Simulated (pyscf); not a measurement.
8 group-13 steps of one kind (elimination, closed-shell): barrier in kJ/mol, from the separated reactants or the lowest minimum found. Single points on ωB97X-D3(BJ)/def2-SVP structures (PySCF, gas phase). Functionals in def2-TZVP; the last column is ωB97M-D3(BJ)/def2-TZVP. Rows were drawn at random from the steps of this kind and element class whose saddle was verified and whose references are stable.

| step | PBE | M06-2X | r²SCAN | ωB97M-D3(BJ) |
|---|---|---|---|---|
| H₂N–GaH–NH₂ → HN=Ga–NH₂ + H₂ | 295.8 | 345.1 | 320.5 | 343.2 |
| H₂P–InH₂ -> HP=InH + H₂ | 202.6 | 234.7 | 219.8 | 251.4 |
| H₂B–CH₂–CH₃ → H₂B–CH=CH₂ + H₂ | 351.2 | 393.9 | 369.9 | 392.4 |
| HS–GaH₂ → S=GaH + H₂ | 178.6 | 207.8 | 191.8 | 217.9 |
| Cl–Ga(Cl)–SeH → Cl–Ga=Se + HCl | 137.5 | 169.7 | 155.3 | 170.8 |
| H₃C–O–GaH₂ -> CH₄ + O=GaH | 358.8 | 430.9 | 384.2 | 416.9 |
| H₂P–GaH₂ → HP=GaH + H₂ | 202.5 | 235.2 | 218.1 | 247.0 |
| H₂N–AlH₂ → HN=AlH + H₂ | 276.3 | 310.9 | 293.0 | 313.0 |

Differences from the last column (kJ/mol): PBE: mean -43.7, median -42.9, mean size 43.7, lower in 8 of 8; M06-2X: mean -3.0, median -1.6, mean size 7.4, lower in 5 of 8; r²SCAN: mean -25.0, median -24.4, mean size 25.0, lower in 8 of 8. PBE is closest for row 5 (33.3 kJ/mol apart) and farthest for row 6 (58.1 kJ/mol). PBE, r²SCAN and M06-2X carry no added dispersion term. The last column is a level with limits of its own. Each barrier is that of the saddle found. Elements up to Kr have no core potential and no relativistic terms here. Elements past Kr carry the def2 core potentials, without spin-orbit coupling.
